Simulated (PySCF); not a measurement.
hydroxide (HO), SMILES [OH-], charge -1.

The structure is a stationary point at PBE0-D3(BJ)/def2-TZVPD.

Two levels are set side by side: PBE/def2-TZVPD (PySCF) and M06-2X/def2-TZVPD (PySCF). Same geometry, gas phase. Differences are taken from unrounded values.

| quantity | M06-2X | PBE | PBE minus M06-2X |
|---|---|---|---|
| orbital gap (eV) | 6.94 | 3.10 | -3.84 |
| highest occupied level (eV) | -0.74 | 2.11 | 2.85 |
| lowest empty level (eV) | 6.19 | 5.21 | -0.99 |
| mean polarisability (bohr³) | 20.6 | 26.9 | 6.4 |

Without exact exchange PBE keeps part of each electron's self-repulsion, which lifts occupied levels and narrows the gap. Loosely held outer electrons make PBE densities more polarisable. Differences between two approximate levels are no errors against the true value.

Rough cost on one machine, each run with all the roots and properties that it gave: M06-2X against PBE about 2 times.
